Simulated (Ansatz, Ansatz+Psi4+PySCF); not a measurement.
```xyz
2

C     0.0000    0.0000   -0.6110
N     0.0000    0.0000    0.5238
```

Basis set: cc-pVTZ (spherical functions). Left uncorrelated: 2 orbitals. Correlation on ROHF uses semicanonical orbitals with singles. Charge 0, multiplicity 2.

Computed with Ansatz (development build ahead of 0.2.0); free ground-state atoms in the same class of orbitals, no zero-point energy, no relativity.

The atomization energy of doublet CN from measured heats of formation, zero-point and thermal terms removed is 7.867 eV (G2/97 set, Curtiss et al., J. Chem. Phys. 106, 1063 (1997), as shipped with ASE); it holds spin-orbit and other relativistic effects.

(1) How far do ROHF-CCSD(T), ROHF-CCSD, UHF-CCSD(T), UHF-CCSD, ROHF-MP2, UHF-MP2 miss it in this basis?

## Answers

(1)

```json
{"method": "ROHF-CCSD(T)", "atomization energy (eV)": "7.301", "computed − measured (eV)": "-0.566"}
{"method": "ROHF-CCSD", "atomization energy (eV)": "6.918", "computed − measured (eV)": "-0.949"}
{"method": "UHF-CCSD(T)", "atomization energy (eV)": "7.262", "computed − measured (eV)": "-0.605"}
{"method": "UHF-CCSD", "atomization energy (eV)": "6.904", "computed − measured (eV)": "-0.963"}
{"method": "ROHF-MP2", "atomization energy (eV)": "7.665", "computed − measured (eV)": "-0.202"}
{"method": "UHF-MP2", "atomization energy (eV)": "7.092", "computed − measured (eV)": "-0.775"}
```

Caution: large amplitudes, a single reference is doubtful. Caution for UHF-CCSD(T), UHF-CCSD, UHF-MP2: the unrestricted determinant is spin contaminated.
